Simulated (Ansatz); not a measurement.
in.yaml

```yaml
crystal:
  periodic: [false, false, false]
  atoms:
    - {symbol: Zr, position_ang: [0.000000, 0.294847, 0.464332]}
    - {symbol: O, position_ang: [0.000000, -1.150388, 1.400027]}
    - {symbol: Cl, position_ang: [0.000000, -0.239517, -1.826581]}
basis:
  gaussian: {orbitals: def2-SVP}
magnetization: {spin_polarized: true, initial_magnetization: 1}
correlation: {method: ccsd_t, electrons: outside_noble_gas}
```

```sh
$ ansatz run in.yaml --threads 1 --pin off --events-out ev --progress --plain --max-ram 4096MiB --backend cpu
```

Task: Roughly how long does this take on 1 thread of AMD EPYC 7R13, shared host, and how much host memory?

Result: 30 s wall and 0.25 GiB.

```
614 factors; integrals over basis functions are off by at most 7.4e-4 eV
mean field evaluation 1: about -15794.3549 eV, gradient 4.3e1 eV
mean field evaluation 2: about -15794.4261 eV, gradient 4.3e1 eV
mean field evaluation 4: about -15803.0451 eV, gradient 2.8e0 eV
mean field evaluation 8: about -15803.2047 eV, gradient 4.2e-1 eV
mean field evaluation 16: about -15803.2387 eV, gradient 2.1e-6 eV
mean field evaluation 32: about -15792.6953 eV, gradient 2.4e1 eV
mean field evaluation 64: about -15780.9384 eV, gradient 7.5e1 eV
mean field evaluation 96: about -15803.2387 eV, gradient 6.9e-5 eV
mean field evaluation 128: about -15803.1308 eV, gradient 8.2e-1 eV
mean field evaluation 160: about -15796.6715 eV, gradient 1.9e1 eV
...
cycle   1  -11.43513483 eV  change   -2.5e-3 eV  update   2.4e-3
cycle   2  -11.43307351 eV  change    2.1e-3 eV  update   1.7e-3
cycle   3  -11.43384223 eV  change   -7.7e-4 eV  update   1.2e-3
cycle   4  -11.43442696 eV  change   -5.8e-4 eV  update   4.7e-4
cycle   5  -11.43550796 eV  change   -1.1e-3 eV  update   3.6e-4
cycle   6  -11.43497555 eV  change    5.3e-4 eV  update   2.6e-4
cycle   7  -11.43506745 eV  change   -9.2e-5 eV  update   1.9e-4
cycle   8  -11.43511306 eV  change   -4.6e-5 eV  update   7.7e-5
cycle   9  -11.43512634 eV  change   -1.3e-5 eV  update   4.7e-5
cycle  10  -11.43513513 eV  change   -8.8e-6 eV  update   1.4e-5
perturbative correction -0.52687458 eV, -0.0193622838 hartree
Total energy: -15815.20073292 eV, -581.1979070067 hartree
```
